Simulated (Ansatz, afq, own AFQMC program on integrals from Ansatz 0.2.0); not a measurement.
## B, doublet: AFQMC among the cluster methods

A free B atom.

Basis 6-31G. Only valence electrons are correlated. AFQMC by an in-house program on the Cholesky factors that Ansatz 0.2.0 writes for its CCSD(T) run. The CISD trial takes its coefficients from CCSD amplitudes. Released means that phaseless walkers are propagated on without the constraint, phases kept. Free AFQMC starts from the CCSD state and is never constrained. Its projection time is finite, and what remains of the start isn't in its error. Error bars are statistical, one sigma.

Determinant: UHF, the one that the program's search chose, which needn't be the lowest solution.

Full CI on the same integrals is exact in this basis and with this determinant's frozen core.

Cautions: the ph-AFQMC/CISD walk drifts between its halves (2.4 errors).

- T1 diagnostic: 0.0054
- weight of the determinant in the CISD state: 0.942
- ⟨S²⟩ of the determinant: 0.750
- size of the correlated space: 3 electrons in 8 orbitals

Reference: full CI, correlation energy -1.153 eV. The released energy is read at 1.50 1/Eh (meV from the phaseless value at times in 1/Eh: -0.27 ± 0.23 at 0.24, -0.67 ± 0.19 at 0.50, -1.47 ± 0.19 at 1.00, -1.63 ± 0.19 at 1.50).

```
         level  E − E(reference) (meV)  share of correlation (%)
            HF                  1152.7                      0.00
           MP2                   529.8                     54.04
          CCSD                    13.7                     98.81
       CCSD(T)                     4.6                     99.60
   ph-AFQMC/HF             122.6 ± 8.8                     89.37
 ph-AFQMC/CISD               2.5 ± 0.3                     99.79
released AFQMC               0.8 ± 0.2                     99.93
    free AFQMC               0.0 ± 0.1                    100.00
```

Free projections are given only where their last times agree within the noise and don't stop above the reference; a slow remainder of the start can still hide under it. A walk keeps the symmetry of its determinant, which the program's search chose and which needn't be the lowest solution, so a lower state of the same spin and another symmetry isn't excluded. Released energies are given only where the last usable release times agree within the noise; a slower fall can still hide under it.
